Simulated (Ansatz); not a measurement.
```yaml
crystal:
  periodic: [false, false, false]
  atoms:
    - {symbol: B, position_ang: [0.000000, -0.000000, -0.023523]}
    - {symbol: N, position_ang: [-0.000000, 0.000000, 1.291953]}
basis:
  gaussian: {orbitals: def2-mTZVPP}
magnetization: {spin_polarized: false, initial_magnetization: 2}
hamiltonian: {xc: {name: RPBE}, dispersion: d3bjatm}
output: {forces: true}
```

```sh
$ ansatz run in.yaml --threads 2 --pin off --events-out ev --progress --plain --max-ram 20480MiB --backend cpu
```

Shortened log:

```
Functional definition: RPBE
328 factors; their error is unknown
mean field evaluation 1: about -2156.7460 eV, gradient 4.5e1 eV
mean field evaluation 2: about -2102.4814 eV, gradient 1.1e2 eV
mean field evaluation 4: about -2161.7428 eV, gradient 7.0e0 eV
mean field evaluation 8: about -2161.9017 eV, gradient 2.2e0 eV
mean field evaluation 16: about -2161.9232 eV, gradient 5.8e-5 eV
mean field -2161.92318936 eV, -79.4492118047 hartree, gradient 7.8e-6 eV, S^2 2.000000; 4 other end points of the search recorded, 0 dependent functions left out
reference -2161.92322019 eV, -79.4492129378 hartree; 7, 5 occupied and 36, 38 virtual orbitals, 328 factors
Total energy: -2162.05686536 eV, -79.4541243073 hartree
Atom 0 at     0.000000    -0.000000    -0.023523 Å, force    -0.000000     0.000000    -1.260138 eV/Å
Atom 1 at    -0.000000     0.000000     1.291953 Å, force     0.000000    -0.000000     1.260138 eV/Å
Dipole moment:    -0.000000     0.000000    -0.377602 e Å
```

It took 0.91 s on 2 threads of an AMD EPYC 7R13 on a shared host, with 0.11 GiB of host memory at the peak.
